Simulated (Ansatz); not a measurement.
Born–Oppenheimer molecular dynamics of FH$_{3}$SSi (6 atoms, charge 0, multiplicity 1). It starts from a rough guess of a transition structure, not a stationary point.

The calculation used UKS PBE/cc-pVDZ in Ansatz.

- ensemble: NVE (velocity Verlet)
- time step: 0.5 fs
- steps asked: 150
- starting velocities drawn for: 300 K
- seed: 575930

Frames 2.5 fs apart, positions in Å, forces in eV/Å.

Velocities at 35.0 fs (Å/ps):

```
Si 7.98 3.61 8.69
F -16.44 3.85 2.82
S 2.97 -4.82 -8.82
H 9.79 -31.13 -24.83
H -6.90 22.05 2.79
H -9.84 -10.92 7.50
```

```xyz
6
Properties=species:S:1:pos:R:3:forces:R:3 time_fs=35.0 energy_less_start_eV=-0.668 T=1592
Si -0.501 0.036 0.021 -4.03 -3.15 -5.88
F 0.531 0.535 0.980 4.51 3.01 5.91
S 0.988 -0.867 -1.399 -1.21 -0.51 -1.09
H 2.221 -0.714 -0.864 -0.04 0.38 0.72
H -1.263 1.176 -0.691 0.24 -0.43 0.41
H -1.478 -1.069 0.533 0.54 0.69 -0.06
6
Properties=species:S:1:pos:R:3:forces:R:3 time_fs=37.5 energy_less_start_eV=-0.414 T=1104
Si -0.486 0.041 0.035 -5.56 -3.77 -7.40
F 0.498 0.550 0.997 5.77 3.65 7.16
S 0.994 -0.879 -1.421 -1.26 -0.30 -0.79
H 2.245 -0.780 -0.904 -0.12 0.37 0.70
H -1.270 1.213 -0.670 0.46 -0.78 0.50
H -1.483 -1.072 0.548 0.71 0.83 -0.16
6
Properties=species:S:1:pos:R:3:forces:R:3 time_fs=40.0 energy_less_start_eV=-0.739 T=1728
Si -0.483 0.039 0.035 -3.71 -3.02 -6.25
F 0.483 0.576 1.036 4.58 2.98 5.92
S 0.998 -0.892 -1.446 -0.94 -0.07 -0.34
H 2.260 -0.824 -0.903 -0.51 0.31 0.50
H -1.252 1.207 -0.621 0.26 -0.53 0.19
H -1.449 -1.030 0.555 0.32 0.32 -0.02
6
Properties=species:S:1:pos:R:3:forces:R:3 time_fs=42.5 energy_less_start_eV=-1.170 T=2560
Si -0.487 0.030 0.021 0.04 -1.50 -3.49
F 0.482 0.611 1.094 2.18 1.50 3.17
S 1.000 -0.906 -1.471 -0.81 0.13 0.03
H 2.246 -0.850 -0.872 -0.66 0.27 0.35
H -1.220 1.172 -0.562 -0.28 0.26 -0.41
H -1.398 -0.970 0.562 -0.48 -0.65 0.36
6
Properties=species:S:1:pos:R:3:forces:R:3 time_fs=45.0 energy_less_start_eV=-1.351 T=2911
Si -0.491 0.018 -0.001 2.67 -0.42 -0.84
F 0.488 0.651 1.162 0.20 0.11 0.57
S 1.000 -0.918 -1.496 -1.02 0.30 0.25
H 2.194 -0.860 -0.819 -0.42 0.22 0.34
H -1.203 1.152 -0.526 -0.65 0.82 -0.80
H -1.373 -0.947 0.589 -0.78 -1.04 0.48
6
Properties=species:S:1:pos:R:3:forces:R:3 time_fs=47.5 energy_less_start_eV=-1.405 T=3016
Si -0.490 0.005 -0.024 2.69 0.25 1.05
F 0.494 0.692 1.232 -0.95 -0.82 -1.22
S 0.999 -0.931 -1.521 -1.21 0.46 0.44
H 2.118 -0.856 -0.746 -0.12 0.15 0.34
H -1.222 1.175 -0.536 -0.31 0.26 -0.56
H -1.389 -0.980 0.641 -0.11 -0.29 -0.06
6
Properties=species:S:1:pos:R:3:forces:R:3 time_fs=50.0 energy_less_start_eV=-1.204 T=2628
Si -0.483 -0.008 -0.045 1.81 0.88 2.06
F 0.498 0.730 1.298 -1.48 -1.36 -2.30
S 0.996 -0.942 -1.545 -1.02 0.62 0.88
H 2.032 -0.844 -0.655 -0.12 0.03 0.08
H -1.258 1.212 -0.577 0.27 -0.64 -0.11
H -1.411 -1.030 0.690 0.55 0.47 -0.61
6
Properties=species:S:1:pos:R:3:forces:R:3 time_fs=52.5 energy_less_start_eV=-0.909 T=2058
Si -0.473 -0.019 -0.062 1.29 1.30 2.40
F 0.498 0.764 1.357 -1.67 -1.66 -2.91
S 0.990 -0.953 -1.567 -0.68 0.78 1.48
H 1.939 -0.831 -0.559 -0.22 -0.11 -0.37
H -1.280 1.214 -0.626 0.54 -0.99 0.15
H -1.403 -1.056 0.705 0.74 0.68 -0.76
6
Properties=species:S:1:pos:R:3:forces:R:3 time_fs=55.0 energy_less_start_eV=-0.735 T=1721
Si -0.459 -0.027 -0.074 1.45 1.52 2.32
F 0.492 0.792 1.407 -1.68 -1.81 -3.25
S 0.983 -0.962 -1.586 -0.58 0.88 1.85
H 1.834 -0.823 -0.485 -0.07 -0.23 -0.61
H -1.270 1.159 -0.668 0.44 -0.70 0.15
H -1.353 -1.042 0.676 0.44 0.34 -0.47
6
Properties=species:S:1:pos:R:3:forces:R:3 time_fs=57.5 energy_less_start_eV=-0.568 T=1398
Si -0.443 -0.031 -0.081 2.30 1.65 2.01
F 0.481 0.815 1.447 -1.64 -1.87 -3.44
S 0.975 -0.969 -1.602 -0.73 0.91 1.77
H 1.726 -0.830 -0.445 0.37 -0.31 -0.43
H -1.237 1.066 -0.702 -0.05 0.15 -0.13
H -1.279 -1.012 0.621 -0.26 -0.53 0.23
6
Properties=species:S:1:pos:R:3:forces:R:3 time_fs=60.0 energy_less_start_eV=-0.357 T=991
Si -0.421 -0.033 -0.083 2.87 1.56 1.92
F 0.464 0.832 1.476 -1.56 -1.89 -3.57
S 0.966 -0.974 -1.615 -0.85 0.90 1.44
H 1.640 -0.855 -0.430 0.80 -0.39 -0.07
H -1.206 0.981 -0.744 -0.54 0.92 -0.43
H -1.219 -1.012 0.579 -0.71 -1.10 0.71
6
Properties=species:S:1:pos:R:3:forces:R:3 time_fs=62.5 energy_less_start_eV=-0.375 T=1025
Si -0.394 -0.031 -0.082 1.81 1.19 2.08
F 0.443 0.843 1.493 -1.47 -1.87 -3.64
S 0.955 -0.978 -1.625 -0.68 0.90 1.39
H 1.600 -0.903 -0.420 0.89 -0.49 -0.05
H -1.205 0.946 -0.808 -0.35 0.69 -0.13
H -1.197 -1.071 0.575 -0.20 -0.42 0.35
```

Of the whole run (75 fs, mean temperature of the second half 1945 K): The conserved energy stayed within 0.25 meV per atom of its start (net change -0.081 meV per atom), so the integration is sound. The system heated up, since it started high on the potential surface and ran downhill. A run of 0.075 ps of so small a system gives no equilibrium averages. The orbitals stay closed-shell, which can raise the energy where a bond breaks towards radicals; this wasn't checked here.

Run time: 5.3 min on 1 thread of Arm Neoverse V2 (shared host), peak memory 0.12 GiB.
